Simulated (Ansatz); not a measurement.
System: ethane, C2H6, charge 0, multiplicity 1. SMILES: CC
Coordinates optimised at B3LYP-D3(BJ)/def2-TZVP (Ansatz, an electronic-structure program):
```xyz
8

C      0.0020    -0.0069     0.7631
C     -0.0020     0.0069    -0.7631
H      0.0089     1.0066     1.1692
H     -0.8808    -0.5139     1.1578
H      0.8809    -0.5241     1.1531
H     -0.0089    -1.0066    -1.1692
H     -0.8809     0.5241    -1.1531
H      0.8808     0.5139    -1.1578
```
Charge 0, spin multiplicity 1.

Parts of the frozen-core correlation energy in STO-3G (Ansatz, hartree). Frozen orbitals: 2; correlated occupied orbitals by spin: 7 and 7; virtual: 7 and 7. No spin-orbit coupling. Non-relativistic.

```tsv
term	value
reference (HF)	-78.30584
MP2 opposite-spin	-0.09797
MP2 same-spin	-0.00833
CCSD correlation	-0.14521
(T)	-0.00050
FCI minus CCSD(T)	-0.00026
T1 diagnostic	0.001
largest doubles amplitude	0.074
```
